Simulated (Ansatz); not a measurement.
**AlBH₅N: small, medium and large basis sets**

An exercise on one series of results from a longer session: the logs are not shown, and one member is left open.

Computed with Ansatz 0.2.0, Gaussian basis. Level: one geometry, several basis sets.

Levels to be run: PBE0-D4/def2-SVP; ωB97M-V/def2-SVP; PBE0-D4/def2-QZVPP; ωB97M-V/def2-QZVPP; the functionals' def2-TZVPP values are taken from earlier runs.

## The relaxed structure

The geometry comes from an earlier relaxation with PBE0-D4 in a triple-zeta def2 set; it is a stationary point, not always the lowest conformer.

SMILES `B[NH][AlH2]`, 8 atoms, charge 0, spin multiplicity 1.

Atoms are counted from 1 here; the program's logs count them from 0.

Bond lengths: B1–N2 1.404 Å, B1–H4 1.200 Å, B1–H5 1.201 Å, N2–Al3 1.803 Å, N2–H6 1.011 Å, Al3–H7 1.577 Å, Al3–H8 1.583 Å. Angles: N2–B1–H4 120.8°, N2–B1–H5 118.6°, H4–B1–H5 120.6°, B1–N2–Al3 124.4°, B1–N2–H6 115.8°, Al3–N2–H6 119.7°, N2–Al3–H7 118.3°, N2–Al3–H8 117.1°, H7–Al3–H8 124.6°.

The first run:

in.yaml reads:

```yaml
crystal:
  periodic: [false, false, false]
  atoms:
    - {symbol: B, position_ang: [-0.740057, 0.961216, -0.693339]}
    - {symbol: N, position_ang: [-0.448598, 0.104424, 0.379443]}
    - {symbol: Al, position_ang: [0.977815, -0.996049, 0.447095]}
    - {symbol: H, position_ang: [-1.710020, 1.667497, -0.670796]}
    - {symbol: H, position_ang: [0.002591, 0.973525, -1.637240]}
    - {symbol: H, position_ang: [-1.101213, 0.127210, 1.151897]}
    - {symbol: H, position_ang: [1.974407, -1.002514, -0.774843]}
    - {symbol: H, position_ang: [1.137277, -1.892508, 1.742083]}
basis:
  gaussian: {orbitals: def2-SVP}
hamiltonian: {xc: pbe0, dispersion: d4}
output: {orbitals: {seedname: orbitals}}
```

Launch:

```bash
> ansatz run in.yaml --threads 2 --pin off --events-out ev --progress --plain --max-ram 4352MiB
```

Steps of the session up to this table: PBE0-D4 in def2-SVP; ωB97M-V in def2-SVP; PBE0-D4 in def2-QZVPP; ωB97M-V in def2-QZVPP.

One table of the session follows, with a row left open; its other results are not shown here.

It belongs to the step «Density functionals: the series». 

| functional | basis | HOMO (eV) |
| --- | --- | --- |
| PBE0-D4 | def2-SVP | -8.42 |
| PBE0-D4 | def2-TZVPP | ? |
| PBE0-D4 | def2-QZVPP | -8.47 |
| ωB97M-V | def2-SVP | -10.63 |
| ωB97M-V | def2-TZVPP | -10.73 |
| ωB97M-V | def2-QZVPP | -10.73 |

**Question.** Estimate the row for PBE0-D4, def2-TZVPP.

As computed: HOMO (eV): -8.46. In the column «HOMO (eV)» it lies between PBE0-D4, def2-QZVPP (-8.47) and PBE0-D4, def2-SVP (-8.42).
